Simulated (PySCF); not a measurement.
dichloromethane (CH2Cl2), SMILES ClCCl.

Geometry optimised at PBE0-D3(BJ)/def2-TZVP.

The numbers are results of PySCF with PBE/def2-TZVPD, not measurements.

Gas-phase values at a fixed geometry.

```json
{
 "total_energy": "-959.32024 hartree",
 "point_group": "C2v",
 "highest_occupied_level": "-7.33 eV",
 "lowest_empty_level": "-1.41 eV",
 "orbital_gap": "5.92 eV",
 "dipole_moment": "1.57 D",
 "quadrupole, principal values (traceless, Buckingham form, about the centre of nuclear charge)": "-3.12, 0.37, 2.74 D·Å",
 "mean_static_polarisability": "44.9 bohr³ (6.65 Å³)",
 "polarisability_principal_values": "36.6, 40.7, 57.4 bohr³"
}
```
